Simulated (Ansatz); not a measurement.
**Question.** Name a neutral molecule of C, F, N, S and H with HOMO–LUMO gap (PBE0/def2-TZVPP) between 7.30 and 7.60 eV and LUMO energy (PBE0/def2-TZVPP) between -0.10 and 0.20 eV (Ansatz, PBE0-D4/def2-TZVP geometry).

**Answer.** `NC(F)S` (7.48 eV, 0.15 eV). Other molecules can fit too; these were computed, each in one conformer that needn't be the lowest.
